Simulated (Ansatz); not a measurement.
hcp Co was calculated with LDA (Ansatz, an electronic-structure program, plane waves, PAW).

A relaxed, unreconstructed slab of the (11-20) face has 20 atoms, two equal faces of 16.478 Å² each and an energy of -101248.6464 eV. A bulk cell of 4 atoms with the same orientation and in-plane k mesh has -20251.0695 eV. Energies are extrapolated to zero smearing.

Numerical settings: plane-wave cutoff 500 eV, 14×14×1 k mesh (along the axes of the cell as run), Fermi–Dirac smearing 0.1 eV, spin-polarised with parallel moments, scalar-relativistic PAW data made under PBE.

Worked out: γ = (E_slab − N E_bulk per atom)/2A = [-101248.6464 − 20 × (-20251.0695/4)]/(2 × 16.478) = 0.2033 eV/Å². With 16.022 J/m² per eV/Å² this is 3.26 J/m², or 3.35 eV per surface cell and face.

Note: a magnet's gap depends somewhat on the PAW data.
